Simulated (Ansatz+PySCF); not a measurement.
doublet HO₂: levels of theory in one basis

```xyz
3

H     0.0073    0.3899    0.3687
O     0.0065    0.6276    1.2927
O    -0.0076   -0.4578    1.9211
```

Basis set: cc-pVTZ (spherical functions). Correlated methods keep 2 orbitals frozen. Correlation on ROHF uses semicanonical orbitals with singles. Charge 0, multiplicity 2.

Computed with Ansatz (development build ahead of 0.2.0) and PySCF 2.14.0; each method stands on the lowest determinant of its kind that the runs found.

```json
{"method": "ROHF", "E − E(ROHF) (eV)": "0.00", "<S²> of the determinant": "0.75"}
{"method": "UHF", "E − E(ROHF) (eV)": "-0.19", "<S²> of the determinant": "0.76"}
{"method": "ROHF-MP2", "E − E(ROHF) (eV)": "-12.21", "<S²> of the determinant": "–"}
{"method": "UHF-MP2", "E − E(ROHF) (eV)": "-12.18", "<S²> of the determinant": "0.76"}
{"method": "ROHF-CCSD(T)", "E − E(ROHF) (eV)": "-13.01", "<S²> of the determinant": "–"}
```

Question: What does UHF-CCSD give on the same scale?

Answer: -12.58 eV.
